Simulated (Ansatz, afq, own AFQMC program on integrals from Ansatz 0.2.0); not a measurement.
Where AFQMC and coupled cluster stand for GeNH$_{3}$, triplet

```yaml
atoms:
  - { symbol: Ge, position_ang: [-0.2797, -0.0021, 0.0009] }
  - { symbol: N, position_ang: [1.6147, 0.0123, -0.0051] }
  - { symbol: H, position_ang: [-0.7720, 1.4535, 0.0039] }
  - { symbol: H, position_ang: [-0.7514, -0.7367, 1.2654] }
  - { symbol: H, position_ang: [-0.7593, -0.7341, -1.2622] }
```

Connectivity, by distances: GeH3–N.

Basis cc-pVDZ. Only valence electrons are correlated. AFQMC by an in-house program on the Cholesky factors that Ansatz 0.2.0 writes for its CCSD(T) run. The CISD trial takes its coefficients from CCSD amplitudes. Released means that phaseless walkers are propagated on without the constraint, phases kept. Free projection: walkers drawn from exp(T), propagated without any constraint. Its projection time is finite, and what remains of the start isn't in its error. Error bars are statistical, one sigma. No spin–orbit coupling.

Determinant: UHF, the one that the program's search chose, which needn't be the lowest solution. The geometry is a PBE0/def2-TZVP stationary point of this or a neighbouring charge and spin state.

No full CI on the walks' own integrals is used here; CCSDT(Q) serves as the reference and is uncertain by about the last step of the cluster series.

Cautions: no relativity below Rb; no spin-orbit coupling; inner d shell frozen.

```
T1 diagnostic                               : 0.0153
weight of the determinant in the CISD state : 0.891
⟨S²⟩ of the determinant                     : 2.020
size of the correlated space                : 12 electrons in 41 orbitals
```

Reference: CCSDT(Q), correlation energy -6.606 eV. The released energy is read at 2.40 1/Eh (meV from the phaseless value at times in 1/Eh: -9.0 ± 2.1 at 0.24, -10.5 ± 2.2 at 0.51, -11.6 ± 2.1 at 0.99, -10 ± 3 at 1.62, -13 ± 3 at 2.40).

```
         level  E − E(reference) (meV)  share of correlation (%)
            HF                  6606.1                      0.00
           MP2                  1283.5                     80.57
          CCSD                   168.6                     97.45
       CCSD(T)                    36.6                     99.45
         CCSDT                     8.3                     99.87
 ph-AFQMC/CISD              11.6 ± 2.5                     99.83
released AFQMC              -1.7 ± 2.9                    100.03
    free AFQMC               2.7 ± 2.5                     99.96
```

Free projections are given only where their last times agree within the noise and don't stop above the reference; a slow remainder of the start can still hide under it. A walk keeps the symmetry of its determinant, which the program's search chose and which needn't be the lowest solution, so a lower state of the same spin and another symmetry isn't excluded. Released energies are given only where the last usable release times agree within the noise; a slower fall can still hide under it.
